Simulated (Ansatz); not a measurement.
# Lattice parameter c of B (model structure, started from the beta-Sn type, I4₁/amd, No. 141, 2 atoms in the cell) at several levels of theory

No measured value is used here.

```
level (code)         value (Å)
-------------------  ---------
PBE (Ansatz)             1.598
PBEsol (Ansatz)          1.601
PBE-D3(BJ) (Ansatz)      1.594
r²SCAN (Ansatz)          1.587
```

Ansatz's density-functional and Hartree–Fock values are scalar-relativistic unless marked +SOC, with PAW data made under PBE.

A model structure was made by putting elements into a prototype or built by hand; it is no filed structure, need not be a known phase, and can be a saddle point held by its symmetry.

Ansatz is a quantum-chemistry and plane-wave program.
